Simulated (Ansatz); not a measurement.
hcp Ru was calculated with PBEsol (Ansatz, an electronic-structure program, plane waves, PAW).

Numerical settings: plane-wave cutoff 500 eV, 30×30×18 k mesh (along the axes of the cell as run), Fermi–Dirac smearing 0.1 eV, no spin polarisation, scalar-relativistic PAW data made under PBE.

Computed at the level's own relaxed cell.

Question: Estimate the equilibrium volume per atom, equilibrium lattice constant a and c axis length that the calculation returns.

Answer: 
- equilibrium volume per atom = 13.33 Å³/atom
- equilibrium lattice constant a = 2.692 Å
- c axis length = 4.248 Å

Measured, for comparison: lattice constant a 2.706 Å (293 K, no zero-point or thermal correction, our sources range from 2.700 to 2.706; as tabulated in Wikipedia's data pages); lattice parameter c 4.282 Å (293 K, no zero-point or thermal correction; as tabulated in Wikipedia's data pages). Computed (rounded) less measured: lattice constant a -0.5 % (-0.3 % to -0.5 % over the range), lattice parameter c -0.8 %. A static lattice is as a rule a little smaller and stiffer than an uncorrected measurement, which narrows the difference in the lattice constant a, lattice parameter c and would widen misses of the other sign.

Computed values are for the static lattice.
